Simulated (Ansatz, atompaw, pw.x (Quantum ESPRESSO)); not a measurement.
**tin (Sn): one change to the PAW (atompaw) potential, in the atom and in the diamond crystal**

tin, PAW, made with atompaw 4.2.0.5 (PBE, scalar-relativistic). Core [Kr] 4d10, reference 5s2 5p2. Waves: 5s (bound): rc 3.00 bohr; 5s channel at 3.95 Ry: rc 2.05 bohr; 5p (bound): rc 3.00 bohr; 5p channel at 3.7 Ry: rc 3.00 bohr; 5d channel at 0.5 Ry: rc 3.00 bohr. Local part: ultrasoft scheme with l = 3 at 0 Ry, radius 2.10 bohr. Core correction: smooth core density matched at 2.15 bohr. Augmentation charge: sinc compensation charge, radius 2.70 bohr; PAW radius 3.00 bohr; waves and projectors: custom rrkj gramschmidtortho.

Change: all radii scaled by about 1.25 (s 3.74, p 3.74, d 3.74 bohr); local potential ultrasoft scheme with l = 3 at 0 Ry, radius 2.62 bohr; augmentation sinc compensation charge, radius 3.38 bohr; PAW radius 3.74 bohr; waves and projectors: custom rrkj gramschmidtortho; core correction smooth core density matched at 2.68 bohr.

Cutoffs, loose and tight: the cutoffs (Ry, on a coarse ladder) from which the occupation-weighted sum of valence levels, in a spherical-Bessel basis at the reference potential, stays within 10 and 1 mRy of its value at 400 Ry. They see the waves, projectors and local potential, not the compensation charge or the core.

Crystal test: diamond Sn in pw.x 7.5, no spin, 8³ k-points, Fermi–Dirac smearing 0.01 Ry, cutoffs set for each file from its atomic test. The reference is all-electron LAPW (Ansatz 0.2.0) with the same functional, mesh and smearing; V0 and B0 come from Birch–Murnaghan fits to the pressures at five volumes. Errors are pseudo minus all-electron; Δ is the rms difference of the E(V) curves that follow from these fits, minima aligned, over ±6 % about the mean V0. Mesh and smearing are coarse, so the numbers serve the comparison and aren't converged zero-temperature values; the lattice is a test structure that the element need not adopt.

All-electron: a0 = 6.661 Å (V0 = 36.95 Å³/atom), B0 = 35.1 GPa.

Does the change bring the crystal closer to the all-electron result?

The mean pressure error goes from -0.69 to -0.36 GPa, so the change moves the solid closer to the all-electron pressures.

| quantity | base | changed |
| --- | --- | --- |
| outcome (atom) | generated | generated |
| cutoff, loose (atom) | 6 Ry | 6 Ry |
| cutoff, tight (atom) | 8 Ry | 6 Ry |
| bound ghosts (atom) | none | none |
| cutoffs in pw.x (Ry) | 40/400 | 40/400 |
| a0 (Å) | 6.618 | 6.639 |
| a0 error (%) | -0.64 | -0.34 |
| B0 error (%) | +5.3 | +6.1 |
| Δ (meV/atom) | 5.6 | 2.9 |
| mean pressure error (GPa) | -0.69 | -0.36 |

Base: The largest radius (3.00 bohr) exceeds half the bond length (2.72 bohr), so the spheres overlap, which is one possible source of error among others. This is a poor potential for the solid. Changed file: The largest radius (3.74 bohr) exceeds half the bond length (2.72 bohr), so the spheres overlap, which is one possible source of error among others. The atomic cutoffs weigh occupied waves only.
